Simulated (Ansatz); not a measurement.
`CC(=O)C=O` → `O=CC=O` + `[CH2]` (triplet) at 700 K and 1 bar (formal loss of a carbene).

Computed with Ansatz on PBE0-D4/def2-TZVP structures; ΔE is electronic, products minus reactants. CCSD(T)/CBS is the MP2 limit (def2-TZVPP, def2-QZVPP) plus CCSD(T) − MP2 in def2-TZVPP, frozen cores. This one scheme is used for every species. Triplets are unrestricted, without spin–orbit coupling. Each species was taken in one conformer, which may not be the lowest.

```tsv
species	CCSD(T)/CBS energy (Eh)	H − E (kJ/mol)	S (J/(mol·K))
`CC(=O)C=O`	-266.87948	233.6	407.1
`O=CC=O`	-227.60469	141.8	335.0
`[CH2]` (triplet)	-39.09499	70.4	226.8
```

H − E and S are ideal-gas, rigid-rotor, harmonic terms from PBE0-D4/def2-TZVP, for one conformer and one mirror image of each species, with the whole ground term of open shells counted as degenerate. 1 Eh = 2625.50 kJ/mol, R = 8.31446 J/(mol·K).

Problem. By hand: ΔE, ΔH, ΔS and ΔG.

Solution. ΔE = (-227.60469) + (-39.09499) − (-266.87948) = 0.17980 Eh = 472.1 kJ/mol. Δ(H − E) = 141.8 + 70.4 − 233.6 = -21.4, so ΔH = 450.7 kJ/mol. ΔS = 335.0 + 226.8 − 407.1 = 154.7 J/(mol·K). ΔG = 450.7 − 700 × (154.7)/1000 = 342.4 kJ/mol.

Problem. By hand: the equilibrium constant, and the temperature at which ΔG would vanish if ΔH and ΔS stayed fixed.

Solution. log₁₀ K = −ΔG/(RT ln 10) = -25.5. ΔG = 0 at ΔH/ΔS = 2913 K, far beyond where these terms or the molecules hold.

The number of gas molecules changes by +1, which sets the sign of ΔS. A doubt of 5 kJ/mol in ΔE shifts log₁₀ K by 0.4 here. Other conformers and mirror images would add mixing entropy, several J/(mol·K) or more a flexible species. A triplet takes part, so the spin changes. These are equilibria of isolated gas molecules and say nothing of rates. Largest T1 diagnostic: 0.016 (customary marks: 0.02 for closed shells, 0.045 for open ones).
